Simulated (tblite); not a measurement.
Start geometry of `C[P@@]1(=O)C(=C1)C` from a force field or distance geometry (Å):
```
atom  x, y, z in Å
C1     1.9764   -0.6141   -0.2524
C2     0.8274    0.3657   -0.0487
C3     0.3103    1.5767   -0.2218
P4    -0.7882    0.5198    0.7174
C5    -2.0240   -0.4903   -0.1037
O6    -0.7382    0.5793    2.2217
H7     1.6034   -1.6179   -0.4754
H8     2.6486   -0.2419   -1.0392
H9     2.5449   -0.5830    0.7111
H10    0.4258    2.5720   -0.6570
H11   -2.9095   -0.6229    0.5331
H12   -1.5338   -1.4618   -0.3658
H13   -2.3475    0.0189   -1.0371
```

What comes out of this run: GFN2-xTB geometry optimisation, gas phase (tblite)?

```
atom  x, y, z in Å
C1     2.1046   -0.4604   -0.3370
C2     0.8412    0.2235   -0.0202
C3     0.2436    1.4168   -0.1914
P4    -0.7397    0.3179    0.8338
C5    -2.1133   -0.4798   -0.0641
O6    -0.9234    0.4465    2.2846
H7     1.9139   -1.3426   -0.9484
H8     2.7779    0.2087   -0.8718
H9     2.5852   -0.7947    0.5823
H10    0.4701    2.3636   -0.6391
H11   -3.0108    0.1080    0.1210
H12   -2.2553   -1.4731    0.3575
H13   -1.8983   -0.5338   -1.1247
```

The energy falls by 11.3 kcal/mol over 87 L-BFGS steps, the largest force on an atom goes from 3.08 to 0.009 eV/Å, and the atoms move by 0.499 Å rms after alignment. The bond that changes most is C1–C2 (allylic carbon to fully substituted alkene carbon), which shortens by 0.053 Å. Bonds longer at the end by more than 0.005 Å: 3 of 13; shorter: 8. Among the angles that change most is C2–P4–O6, from 113.6° to 125.7°. Among the dihedrals that turn most is C3–P4–C5–H12, from 88° to 147°. Rotational constants go from 4363, 2267, 2049 to 4901, 2136, 1910 MHz. The orientation of the end geometry is arbitrary; only internal coordinates are fixed.

Hardware: one thread of an Arm Neoverse V1, shared host with 64 logical CPUs at a one-minute load of 18. Cost: 0.44 s of wall time.

Its GFN2-xTB frequencies are all real (lowest 103 cm⁻¹).

These are computed values.
